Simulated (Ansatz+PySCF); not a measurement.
Two shapes of doublet HO3.

Shape 1:

```xyz
4

H     0.0000    0.2004   -1.3978
O     0.0000   -0.4761   -0.6989
O     0.0000    0.4658    0.5272
O     0.0000   -0.1901    1.5694
```

Shape 2:

```xyz
4

H     0.0000    0.2156   -1.3780
O     0.0000   -0.4609   -0.6791
O     0.0000    0.4506    0.5074
O     0.0000   -0.2053    1.5496
```

Basis set: cc-pVTZ (spherical functions). Correlated methods keep 3 orbitals frozen. Correlation on ROHF uses semicanonical orbitals with singles. Charge 0, multiplicity 2.

Computed with Ansatz (development build ahead of 0.2.0); each method stands on the lowest determinant of its kind that the runs found.

Task: Which shape is lower in energy, and by how much in each method?

Result:

| method | E(2) − E(1) (eV) |
| --- | --- |
| UHF | 0.036 |
| UHF-MP2 | -0.338 |
| UHF-CCSD | -0.035 |
| ROHF-CCSD(T) | 0.030 |
| UHF-CCSD(T) | -0.001 |

The methods disagree on the order. Caution for UHF, UHF-MP2, UHF-CCSD, UHF-CCSD(T): the unrestricted determinant is spin contaminated. Caution for UHF-MP2: forces differ strongly between restricted and unrestricted references; MP2 forces lie far from those of the mean fields; another reference gives a lower total. Caution for ROHF-CCSD(T): large amplitudes, a single reference is doubtful.
